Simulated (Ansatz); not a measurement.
## HSiGe, quartet in cc-pVTZ: errors against UCCSDT(Q)

Geometry: that of the HSiGe, doublet, kept fixed.

```xyz
3

Si    0.0000    0.0000    0.2315
Ge    0.0000    0.0000   -1.9584
H     0.0000    0.0000    1.7269
```

Basis cc-pVTZ; Ansatz 0.2.0. Correlated methods freeze the noble-gas cores and the filled d shells of p-block atoms, which leaves 9 electrons in 72 orbitals. R marks a restricted (for open shells ROHF) determinant, U an unrestricted one. Active spaces: valence = (9e, 9o) chosen from the atoms' valence shells. No spin–orbit coupling is included, and no scalar relativity.

Full CI isn't at hand for all of this; UCCSDT(Q) serves as the reference, and is uncertain by about the last step of the cluster series. The frozen core follows each run's orbitals, which can shift R against U totals by a few meV for light atoms and by up to 0.1 eV past Ca.

- UHF ⟨S²⟩: 3.831
- T1 diagnostic (RCCSD): 0.0258
- largest doubles amplitude (RCCSD): 0.063
- T1 diagnostic (UCCSD): 0.0287

| level | E − E(UCCSDT(Q)) (kJ/mol) | share of correlation (%) | wall time |
| --- | --- | --- | --- |
| UHF | 516.9 | 5.55 | – |
| UMP2 | 119.4 | 78.18 | – |
| UCCSD | 29.7 | 94.57 | – |
| UCCSD(T) | 6.3 | 98.85 | 13 s |
| UCCSDT | 1.4 | 99.74 | – |

The correlation energy at UCCSDT(Q), counted from RHF, is -5.672 eV. That run took 10 s on 2 threads of AMD EPYC 7R13 with a shared H100 80 GB, shared host.

Run but not shown, since their state or frozen core can't be matched to the reference's or they repeat it: RHF, RMP2, RCCSD, RCCSD(T), BCCD(T), RCCSDT, RCCSDT(Q), CASSCF (valence space), NEVPT2 (valence space), MRCISD (valence space), MRCISD+Q (valence space).

Times hold each run's SCF and search for its determinant on a shared host, so for small cases they say little of a method's own cost; they ran on 1 thread of AMD EPYC 7R13.

Natural occupations of CASSCF (valence space) about the gap: 1.981 1.968 1.926 1.009 0.995 0.992 0.070 0.042 0.017; effectively unpaired electrons, Σ n²(2−n)², 3.05.
